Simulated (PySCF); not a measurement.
# N-methylpyrrolidine (CN1CCCC1, C₅H₁₁N)

Cartesian coordinates in Å; atom numbers follow the order of the lines, from 1:
```xyz
17

C     2.1847    0.0367    0.2896
N     0.7589    0.0921    0.4216
C     0.0421   -1.0131   -0.1752
C    -1.4260   -0.5719   -0.1377
C    -1.3599    0.9656   -0.0056
C     0.1309    1.2806   -0.1084
H     2.5267    0.0474   -0.7721
H     2.6489    0.8950    0.7999
H     2.5755   -0.8807    0.7569
H     0.2337   -1.9500    0.3728
H     0.3651   -1.1818   -1.2303
H    -1.9614   -0.8943   -1.0424
H    -1.9495   -1.0153    0.7214
H    -1.9478    1.4897   -0.7728
H    -1.7437    1.2827    0.9749
H     0.4317    2.1761    0.4591
H     0.4180    1.4555   -1.1738
```

Method used: TDDFT CAM-B3LYP/def2-TZVPD excited states, vertical, gas phase in PySCF. Geometry: PBE0-D3(BJ)/def2-SVP.

States above about 7.5 eV (minus the energy of the highest occupied orbital) lie near or above the ionisation threshold and depend on the basis.

Problem. Give the one- and two-photon strengths of the lowest singlets.

Solution. δ for parallel linear polarisation; σ at the peak of a Lorentzian of half width 0.1 eV, single beam; Ω is circular over linear.
```
state  E (eV)      f  photon λ (nm)  δ (au)  σ (GM)     Ω                                main
   S1    5.70  0.023            435     203    2.41  0.37                      HOMO→LUMO 0.90
   S2    6.40  0.025            387    54.7    0.82  1.30                    HOMO→LUMO+1 0.91
   S3    6.52  0.002            380     101    1.58  1.50  HOMO→LUMO+2 0.85, HOMO→LUMO+4 0.10
   S4    6.65  0.110            373     294    4.78  0.20                    HOMO→LUMO+3 0.87
   S5    7.22  0.005            343    6.76    0.13  1.46  HOMO→LUMO+4 0.67, HOMO→LUMO+2 0.12
   S6    7.29  0.001            340     127    2.48  0.67                    HOMO→LUMO+5 0.65
```

Among these, the strongest one-photon state is S4, the strongest two-photon state S4, with a dipole change of 2.9 D (relaxed, norm of the difference vector).
